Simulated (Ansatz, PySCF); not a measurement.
Species: C3H7Cl, charge 0, singlet. C3H7Cl (1-chloropropane, SMILES C(Cl)CC).
B3LYP-D3(BJ)/def2-TZVP minimum from Ansatz (an electronic-structure program):
```
C
H 1 1.0920
H 1 1.0920 2 106.81
C 1 1.5158 2 109.09 3 117.79
H 4 1.0883 1 111.73 2 -177.01
H 4 1.0883 5 108.92 1 123.92
C 1 1.5283 2 110.25 3 -119.79
H 7 1.0907 1 110.74 2 58.84
H 7 1.0923 8 107.73 1 -121.98
H 7 1.0923 8 107.73 9 -116.03
Cl 4 1.8082 5 106.18 6 113.97
```

Total energies in hartree (Ansatz). Open shells are spin-unrestricted; no spin-orbit coupling. Cores are frozen in correlated methods. No relativity. For partners of very few electrons the exact lower level stands in for a higher one.

```csv
species,HF/cc-pV(T+d)Z,CCSD(T)/cc-pV(T+d)Z,HF/cc-pV(Q+d)Z,CCSD(T)/cc-pV(Q+d)Z,CCSD(T)/cc-pV(D+d)Z,CCSDT(Q)/cc-pV(D+d)Z
1: C3H7Cl (SMILES CCCCl),-577.24785,-578.05122,-577.25907,-578.11057,-577.84631,-577.84837
2: C (triplet),-37.69157,-37.78076,-37.69331,-37.78654,-37.76038,-37.76071
3: H (doublet),-0.49981,-0.49981,-0.49995,-0.49995,-0.49928,-0.49928
4: Cl (doublet),-459.48556,-459.67356,-459.48916,-459.69449,-459.60403,-459.60445
```

Task: Work out the enthalpy of formation at 298 K (by atomisation, with rigid-rotor harmonic-oscillator terms from PySCF's Hessian at B3LYP-D3(BJ)/def2-TZVP and the atoms' measured values of the G2/97 table; no spin-orbit terms) in kcal/mol: take Hartree-Fock from cc-pV(Q+d)Z, extrapolate the CCSD(T) correlation energy as X^-3 (X = 3, 4), and add CCSDT(Q) - CCSD(T) in cc-pV(D+d)Z. The further terms named in the bracket sum to +1.52113 hartree. 1 hartree = 627.51 kcal/mol.

Result: 
Species 1: correlation (64·(-0.85150) - 27·(-0.80337))/37 = -0.88662; step -0.00206; E1 = -577.25907 + (-0.88662) + (-0.00206) = -578.14775
Species 2: correlation (64·(-0.09323) - 27·(-0.08919))/37 = -0.09618; step -0.00033; E2 = -37.69331 + (-0.09618) + (-0.00033) = -37.78982
Species 3: correlation (64·(0.00000) - 27·(0.00000))/37 = 0.00000; step +0.00000; E3 = -0.49995 + (0.00000) + (+0.00000) = -0.49995
Species 4: correlation (64·(-0.20533) - 27·(-0.18800))/37 = -0.21798; step -0.00042; E4 = -459.48916 + (-0.21798) + (-0.00042) = -459.70756
+1·E1 -3·E2 -7·E3 -1·E4 +1.52113 = -0.04995 hartree = -31.3 kcal/mol. Measured: -31.5 kcal/mol, -131.8 kJ/mol (G2/97 table in ASE (Curtiss et al.)); atomic spin-orbit terms, which the calculations lack, would raise the computed values. The composite differs from it by +0.2 kcal/mol; core, relativistic and spin-orbit terms are not in it.
